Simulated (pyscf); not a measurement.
6 silicon, germanium or tin steps of one kind (1,1-elimination, closed-shell): barrier in eV, from the separated reactants or the lowest minimum found. Single points on ωB97X-D3(BJ)/def2-SVP structures (PySCF, gas phase). MP2 and CC: frozen core, UHF for open shells. ΔMP2 is the change of the MP2 total energy from the triple- to the quadruple-zeta basis. Functionals in def2-TZVP; the last column is CCSD(T)/def2-TZVPP + ΔMP2(QZVPP). Rows were drawn at random from the steps of this kind and element class whose saddle was verified and whose references are stable, among light species with clean single-reference diagnostics.

| step | PBE | r²SCAN | M06-2X | CCSD(T) |
|---|---|---|---|---|
| `[OH][SiH]([OH])[OH]` -> `[OH2]` + `[OH][Si][OH]` [singlet] | 3.04 | 3.38 | 3.64 | 3.60 |
| `[F][SiH]([F])[F]` → `[FH]` + `[F][Si][F]` [singlet] | 3.37 | 3.77 | 4.05 | 4.01 |
| `[Cl][SiH2][Cl]` → `[ClH]` + `[SiH][Cl]` [singlet] | 2.72 | 3.02 | 3.25 | 3.25 |
| `[SiH3][SiH2][Cl]` → `[SiH4]` + `[SiH][Cl]` [singlet] | 1.76 | 1.90 | 1.96 | 2.04 |
| `[Cl][SiH]([Cl])[Cl]` → `[ClH]` + `[Cl][Si][Cl]` [singlet] | 2.60 | 2.92 | 3.17 | 3.17 |
| `[CH3][SiH2][Cl]` -> `[CH4]` + `[SiH][Cl]` [singlet] | 2.93 | 3.16 | 3.34 | 3.35 |

Differences from the last column (eV): PBE: mean -0.50, median -0.55, mean size 0.50, lower in 6 of 6; r²SCAN: mean -0.21, median -0.23, mean size 0.21, lower in 6 of 6; M06-2X: mean 0.00, median 0.00, mean size 0.03, lower in 3 of 6. PBE is closest for row 4 (0.28 eV apart) and farthest for row 2 (0.63 eV). PBE, r²SCAN and M06-2X carry no added dispersion term. The last column is a level with limits of its own. Each barrier is that of the saddle found. The CCSD(T) − MP2 part came from Ansatz, without density fitting, on the same reference.
